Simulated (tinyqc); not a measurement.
Inside a calculation. Method: CIS on RHF in the sto-3g basis, frozen core, for LiH, spin multiplicity 1. One step of it, computed by the program tinyqc.

Question. CIS matrix, triplets. A(ia,jb) = (e_a - e_i) d_ij d_ab - (ij|ab).

orbital energies (hartree): MO1 -2.346736, MO2 -0.294121, MO3 0.079037, MO4 0.163726, MO5 0.163726, MO6 0.576034

Two-electron integrals over orbitals (pq|rs), unique and non-zero (hartree); the lowest 1 orbital is frozen and left out:
```
p,q,r,s,(pq|rs)
2,2,2,2,0.494774
3,2,2,2,-0.046823
3,2,3,2,0.012080
3,3,2,2,0.226847
3,3,3,2,0.006070
3,3,3,3,0.338871
4,2,4,2,0.024028
4,3,4,2,0.019207
4,3,4,3,0.041319
4,4,2,2,0.275493
4,4,3,2,0.004661
4,4,3,3,0.282231
4,4,4,4,0.312946
5,2,5,2,0.024028
5,3,5,2,0.019207
5,3,5,3,0.041319
5,4,5,4,0.016869
5,5,2,2,0.275493
5,5,3,2,0.004661
5,5,3,3,0.282231
5,5,4,4,0.279207
5,5,5,5,0.312946
6,2,2,2,0.132637
6,2,3,2,-0.033422
6,2,3,3,-0.009241
6,2,4,4,-0.010522
6,2,5,5,-0.010522
6,2,6,2,0.122895
6,3,2,2,-0.050912
6,3,3,2,0.008381
6,3,3,3,0.036055
6,3,4,4,0.001353
6,3,5,5,0.001353
6,3,6,2,-0.031005
6,3,6,3,0.026299
6,4,4,2,-0.019510
6,4,4,3,-0.013872
6,4,6,4,0.019450
6,5,5,2,-0.019510
6,5,5,3,-0.013872
6,5,6,5,0.019450
6,6,2,2,0.457568
6,6,3,2,-0.042077
6,6,3,3,0.242058
6,6,4,4,0.269363
6,6,5,5,0.269363
6,6,6,2,0.140885
6,6,6,3,-0.043519
6,6,6,6,0.456476
```

Give: CIS matrix A, triplet.

Answer.

CIS matrix A, triplet (hartree):
```
,2>3,2>4,2>5,2>6
2>3,0.1463,0.0000,0.0000,0.0509
2>4,0.0000,0.1824,0.0000,0.0000
2>5,0.0000,0.0000,0.1824,0.0000
2>6,0.0509,0.0000,0.0000,0.4126
```
